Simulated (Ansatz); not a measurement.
Si (Cmcm, No. 63, 12 atoms in the cell; start mp-1095269; another form than the element's usual one), treated with LDA (Ansatz, a first-principles code, plane waves, PAW).

Settings: plane-wave cutoff 500 eV, 12×12×4 k mesh (along the axes of the cell as run), gaussian smearing 0.02 eV, scalar-relativistic PAW data made under PBE.

Cell (relaxed at this level):

```yaml
crystal:
  lattice:
    - [1.89939, -5.32025, 0.00000]
    - [1.89939, 5.32025, 0.00000]
    - [0.00000, 0.00000, 12.57270]
  atoms:
    - { symbol: Si, position: [0.75707, 0.24293, 0.94497] }
    - { symbol: Si, position: [0.24293, 0.75707, 0.05503] }
    - { symbol: Si, position: [0.24293, 0.75707, 0.44497] }
    - { symbol: Si, position: [0.75707, 0.24293, 0.55503] }
    - { symbol: Si, position: [0.42867, 0.57133, 0.15725] }
    - { symbol: Si, position: [0.57133, 0.42867, 0.84275] }
    - { symbol: Si, position: [0.57133, 0.42867, 0.65725] }
    - { symbol: Si, position: [0.42867, 0.57133, 0.34275] }
    - { symbol: Si, position: [0.97113, 0.02887, 0.90928] }
    - { symbol: Si, position: [0.02887, 0.97113, 0.09072] }
    - { symbol: Si, position: [0.02887, 0.97113, 0.40928] }
    - { symbol: Si, position: [0.97113, 0.02887, 0.59072] }
```

Question: Estimate the band gap that the calculation returns.

Answer: 
band gap: 0.39 eV (on the SCF k mesh)

Note: the relaxation could not lower the start's symmetry, so the cell can be a saddle point above a distorted one.

Computed values are for the static lattice.

Computing time: around 2.2 core-minutes (rough).

A start named mp-… is a Materials Project structure, which need not be a measured phase.
